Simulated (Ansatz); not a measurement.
**Worked example: the barrier**

An elementary step of SiNH4Cl, singlet (SiNH₄Cl ([NH2][SiH2][Cl]) → SiNH₃ ([NH][SiH2]) + HCl; bonds formed: Cl2–H4; bonds broken: Si1–Cl2, N3–H4). “Start” is the structure reached by relaxing down from the saddle towards the reactants; PBE0-D4/def2-TZVP structures. The saddle:

```csv
atom,x (Å),y (Å),z (Å)
Si1,-0.1758,0.4332,0.8421
Cl2,1.0443,-2.1415,-0.7455
N3,-0.2186,0.3497,-0.7698
H4,0.2697,-0.6444,-1.0696
H5,-0.7386,1.6216,1.5187
H6,0.4083,-0.6388,1.6496
H7,-0.5893,1.0201,-1.4255
```

Ansatz 0.2.0; basis: def2-TZVPP and def2-QZVPP; cores frozen in the correlated methods.

Energies in eV:

| quantity | saddle | start |
| --- | --- | --- |
| Hartree–Fock, triple zeta (X = 3) | -21911.10638 | -21914.63583 |
| Hartree–Fock, quadruple zeta (X = 4) | -21911.80984 | -21915.32005 |
| MP2 correlation, X = 3 | -14.71952 | -14.43605 |
| MP2 correlation, X = 4 | -15.98149 | -15.67191 |
| CCSD(T) correlation, X = 3 | -16.36243 | -16.07744 |

Question: Work out the barrier at the basis limit: extrapolate Hartree–Fock as E(X) = E∞ + A exp(−7.88 √X) and the MP2 correlation as E(X) = E∞ + B X^−2.97 (the exponents that Neese and Valeev fitted for def2-TZVPP and QZVPP), then add CCSD(T) − MP2 in triple zeta.

Answer: Each step is linear, so take the differences first (saddle − start): Hartree–Fock 3.52945 (X = 3) and 3.51021 (X = 4); MP2 correlation -0.28347 and -0.30958; CCSD(T) correlation -0.28499.
Two points give E∞ = E(4) + w [E(4) − E(3)], with w = 1/(exp(7.88 (2 − √3)) − 1) = 0.1377 for Hartree–Fock and w = 1/((4/3)^2.97 − 1) = 0.7407 for the correlation.
Hartree–Fock: 3.51021 + 0.1377 × (-0.01924) = 3.5076 eV.
MP2 correlation: -0.30958 + 0.7407 × (-0.02611) = -0.3289 eV.
CCSD(T) − MP2: -0.28499 − (-0.28347) = -0.0015 eV.
Sum: 3.5076 + (-0.3289) + (-0.0015) = 3.1772 eV, or 73.27 kcal/mol. Plain CCSD(T) in triple zeta gives 3.2445 eV, so the larger basis shifts the result by -0.0673 eV.

The T1 diagnostic stays at or below 0.018.

Labels in which every atom is bracketed show which atoms are joined, not bond orders.

For scale, one of the runs: CCSD(T)/def2-TZVPP, 171 basis functions, launched by `ansatz run in.yaml --threads 2 --pin off --events-out ev --progress --plain --max-ram 4352MiB`. Hardware: 2 CPU threads of an Arm Neoverse V2, shared host. Wall time 26 s; peak host memory 1.4 GiB.
